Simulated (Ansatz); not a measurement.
Rock-salt HfC was calculated with r²SCAN+SOC in Ansatz (plane waves, PAW).

Settings: plane-wave cutoff 560 eV, 20×20×20 k mesh, Fermi–Dirac smearing 0.05 eV, PAW data made under PBE.

Pressure at four volumes; x = ln(V/12.459 Å³). One pressure is withheld.

```tsv
V (Å³/atom)	x	P (GPa)
11.711	-0.0619	?
11.961	-0.0408	10.82
12.459	0.0000	0.01
13.206	0.0582	-12.73
```

Problem. Pass a parabola P(x) through the three rows shown, estimate the bulk modulus and its pressure derivative near zero pressure, and predict the withheld pressure.

Solution. Slopes between the rows: (0.01 − (10.82))/(0.0000 − (-0.0408)) = -264.95 and (-12.73 − (0.01))/(0.0582 − (0.0000)) = -218.90 GPa. Their difference over the span 0.0990 is c = 46.05/0.0990 = 465.2 GPa, so P(x) = 10.82 + (-264.95)(x − (-0.0408)) + 465.2 (x − (-0.0408))(x − (0.0000)). At the middle row B = −dP/dx = −[-264.95 + 465.2 × 0.0408] = 246.0 GPa, and B′ = dB/dP = 2c/B = 3.8. At x = -0.0619 the parabola gives 17.02 GPa; the run gives 17.07 GPa. The Birch–Murnaghan fit to the energies at all volumes has B0 = 245 GPa and B′ = 3.9.

Measured, for comparison: bulk modulus 242 GPa (room temperature, not corrected to a static lattice, sources range from 242 to 286; as tabulated in Synthesis of Binary Transition Metal Nitrides, Carbides and Borides from the …). Computed less measured: bulk modulus +1.2 % (inside the range of the sources held). A static lattice is as a rule a little smaller and stiffer than an uncorrected measurement, which can account for part of this in the bulk modulus.

Ansatz is a program for electronic structure.
